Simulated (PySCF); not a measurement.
# PHF₂: magnetic properties

The task here is to estimate one member of a computed series from the others.

Programs: PySCF 2.14.0, with routines of our own; each step states its level. All values are computed. Atoms count from 0.

## The system as given

4 atoms, charge 0, multiplicity 1; geometry from: PBE0-D3(BJ)/def2-SVP.

Set-up of the first run:

The job: settings as JSON, then the geometry in Å.

```
{"job": {"kind": "mag", "xc": "PBE0", "basis": "aug-pcSseg-2"}, "charge": 0, "multiplicity": 1}
F      1.260201    -0.543002     0.299786
P     -0.129002    -0.315311    -0.480084
F     -1.127669    -0.242475     0.780094
H      0.021420     1.111583    -0.623912
```

With the program's defaults for keys left out, this is: GIAO PBE0/aug-pcSseg-2 magnetisability, rotational g tensor and spin-rotation constants, non-relativistic, gas phase.

On the command line:

```bash
> OMP_NUM_THREADS=1 python excited_run.py task.json out
```

One launch serves the whole session: the jobs run in the order shown.

Steps of the session up to this table: Magnetic properties: GIAO PBE0/aug-pcSseg-2; Magnetic properties: GIAO BHandHLYP/aug-pcSseg-2; Magnetic properties: GIAO KT2/aug-pcSseg-2; Magnetic properties: GIAO LC-wPBE/aug-pcSseg-2; Magnetic properties: GIAO BP86/aug-pcSseg-2; Magnetic properties: GIAO mPW1PW91/aug-pcSseg-2.

One of the session's tables, all rows but one given; the rest of the session is left out.

It belongs to the step «Magnetic properties side by side». 

| level | gap (eV) |
| --- | --- |
| GIAO PBE0/aug-pcSseg-2 | 7.25 |
| GIAO BHandHLYP/aug-pcSseg-2 | 9.35 |
| GIAO KT2/aug-pcSseg-2 | 5.02 |
| GIAO LC-wPBE/aug-pcSseg-2 | 11.61 |
| GIAO BP86/aug-pcSseg-2 | 5.06 |
| GIAO mPW1PW91/aug-pcSseg-2 | ? |

Estimate the missing values for GIAO mPW1PW91/aug-pcSseg-2.

The run gave: gap (eV): 7.28. In the column «gap (eV)» it lies between GIAO PBE0/aug-pcSseg-2 (7.25) and GIAO BHandHLYP/aug-pcSseg-2 (9.35).

Caveats from the session: Vibrational averaging and real surroundings are missing from these values.
